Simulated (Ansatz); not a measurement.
A nudged elastic band was laid between two geometries of HMgO (3 atoms, charge -1, multiplicity 1).

All numbers below come from RKS CAM-B3LYP-D4/def2-SVP (Ansatz 0.2.0).

```json
{"movable images": "5", "climbing image": "yes", "spring": "5.0 eV/Å²", "optimiser": "quadratic models (default)", "start path": "through a guess of the saddle point", "force threshold": "0.05 eV/Å", "iteration limit": "60", "end points": "relaxed"}
```

Image 0:

```xyz
3
Properties=species:S:1:pos:R:3
O -1.386 0.845 -0.663
Mg -0.001 0.001 -0.001
H 1.388 -0.846 0.664
```

Image 6:

```xyz
3
Properties=species:S:1:pos:R:3
O -0.116 -0.451 -0.100
Mg -0.529 1.366 -0.164
H 0.645 -0.914 0.264
```

What changes between the two ends?

Bonds broken: Mg2–H3. Bonds formed: O1–H3.

What energy profile does the band end with?

The forces met the threshold. The highest image is number 3 of 0 to 6, 185.1 kJ/mol above the first end and 350.0 kJ/mol above the last; the last end lies 164.9 kJ/mol below the first. Neighbouring images differ by up to 2.3 eV, so the band resolves the path poorly. A vibrational analysis at the climbing image gives one clearly imaginary mode, 979i cm⁻¹: a first-order saddle point. The orbitals stay closed-shell, which can raise the energy where a bond breaks towards radicals; this wasn't checked here. Limits of this set-up: an anion without diffuse functions, the dipole of an ion depends on the origin.

```csv
image,path coordinate (Å),energy (kJ/mol),Mg2–H3 (Å),O1–H3 (Å)
0,0.00,0.0,1.76,3.51
1,0.55,35.0,1.71,3.22
2,1.09,118.0,1.70,2.67
3,1.64,185.1,1.76,2.02
4,2.08,70.4,1.81,1.44
5,2.53,-150.6,2.13,0.98
6,2.97,-164.9,2.60,0.96
```

What is the geometry of the highest image?


```xyz
3
Properties=species:S:1:pos:R:3
O -0.985 0.214 -0.504
Mg 0.488 0.770 0.324
H 0.497 -0.984 0.180
```

Time of the run: 55 s on 1 thread of Intel(R) Xeon(R) Processor @ 2.70GHz, with other jobs on the host, peak memory 0.1 GiB.
